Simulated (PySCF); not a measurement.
# Property card for `[AlH3-][Cl]` ([AlClH3]-)

[AlClH3]- (charge -1).
Geometry (PBE0-D3(BJ)/def2-SVP, Å), atoms numbered from 1 in this order:
```
atom  x, y, z in Å
Al1   -0.0010    0.0016   -0.1388
Cl2    0.0145   -0.0229    2.0950
H3     1.5495    0.0120   -0.6629
H4    -0.7858    1.3506   -0.6319
H5    -0.7772   -1.3413   -0.6615
```

**PBE0-D3(BJ)/def2-SVP geometry optimisation, gas phase (PySCF)**

```yaml
Point_group: C3v
Rotational_constants_A_B_C: 69.203, 5.696, 5.696 GHz
```

B3LYP/pcSseg-1 (pcSseg-2 on Al) ground state and GIAO shieldings, non-relativistic (PySCF):

```yaml
HOMO_energy: -2.34 eV
LUMO_energy: 4.63 eV
HOMO–LUMO_gap: 6.97 eV
1H_chemical_shifts_computed_TMS_as_zero_by_class: 4.11 (H3/H4/H5) ppm
Isotropic_shieldings_of_nuclei_other_than_C_and_H_by_class: 439 (Al1), 1055 (Cl2) ppm
```

Monoisotopic mass of the ion (most abundant isotopes, electron mass counted): 64.9744 u.

With B = h/(8π²I), that is 505.379 GHz u Å² over I, the principal moments of inertia are 7.3, 88.7 and 88.7 u Å² (most abundant isotopes). The rotational constants are those of a prolate symmetric top.

No diffuse functions stand in pcSseg-1 (pcSseg-2 on Al), which bears on an anion's orbital energies.

For the NMR shielding job (B3LYP/pcSseg-1 (pcSseg-2 on Al)), on Arm Neoverse V2, one thread, no GPU, on a shared host, this took 1.5 s of wall time.
